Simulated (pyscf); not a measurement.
Structures and frequencies: ωB97X-D3(BJ)/def2-SVP in PySCF.

Task: For the elementary gas-phase step `[S][Ga]([Cl])[Cl]` [doublet] + `[H][H]` → `[SH][Ga]([Cl])[Cl]` + `[H]` [doublet] (doublet surface; H–H broken, H–S formed), what barrier and reaction energy does M06-2X/def2-TZVP give, measured from the separated reactants?

Result: ΔE‡ = 74.7 kJ/mol, ΔE = +58.6 kJ/mol. ωB97M-D3(BJ)/def2-TZVP gives 69.7 kJ/mol and +55.0 kJ/mol. Zero-point energy shifts the barrier by -6.3 kJ/mol. It is a hydrogen abstraction, with an imaginary mode of 968i cm⁻¹. This is the saddle that the search found; another between the same sides may lie lower. The angle at the transferred H is 175°. Elements up to Kr have no core potential and no relativistic terms here.
